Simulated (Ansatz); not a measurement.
# HAlN, quartet along the scale of all distances

Starting geometry (PBE0/def2-TZVP stationary point for this spin, not checked as a minimum):

```xyz
3

Al    0.0000   -0.1047    0.6174
N     0.0000    0.1075   -1.2897
H     0.0000    1.3076    1.3949
```

From there all distances are scaled together; atoms are numbered as listed. Energies are in kcal/mol, counted from the starting geometry at the same level.

Basis 6-31G; Ansatz 0.2.0. Correlated methods freeze the noble-gas cores. Prefix R: restricted or restricted open-shell reference; prefix U: unrestricted.

Unrestricted rows (U) aren't spin-pure: their determinants' ⟨S²⟩ exceeds S(S+1) by up to 0.97, so they mix in states of higher spin. Coupled cluster chose its determinant by trial CCSD, here up to 0.37 eV above the lowest Hartree–Fock solution of its kind, and MP2 stands on that determinant too.

Full CI is exact within this basis and frozen core; it isn't the basis-set limit. The frozen core follows each run's orbitals, which can shift R against U totals by a few meV.

```json
{"scale of all distances": "0.885", "UMP2": "28.0"}
{"scale of all distances": "1.000", "UMP2": "0.0"}
{"scale of all distances": "1.113", "UMP2": "3.1"}
{"scale of all distances": "1.320", "UMP2": "22.3"}
{"scale of all distances": "1.514", "UMP2": "37.1"}
{"scale of all distances": "1.723", "UMP2": "47.7"}
{"scale of all distances": "2.035", "UMP2": "57.3"}
{"scale of all distances": "2.436", "UMP2": "60.5"}
```

Estimate the full CI curve in 6-31G from this one, knowing how UMP2 errs.

The computed full CI values, in kcal/mol from the starting point, and the error of UMP2 against them:
```tsv
scale of all distances	full CI	UMP2 less full CI
0.885	29.5	-1.6
1.000	0.0	0.0
1.113	-0.9	4.0
1.320	15.3	7.0
1.514	27.8	9.3
1.723	38.8	8.9
2.035	51.6	5.7
2.436	60.2	0.3
```

Full CI's occupations show more than one leading determinant at 2.436.

UMP2 is close again at 2.436 (0.3 kcal/mol) but misses by 9.3 kcal/mol at 1.514, where its determinant is a mixture of spins (⟨S²⟩ 4.02).
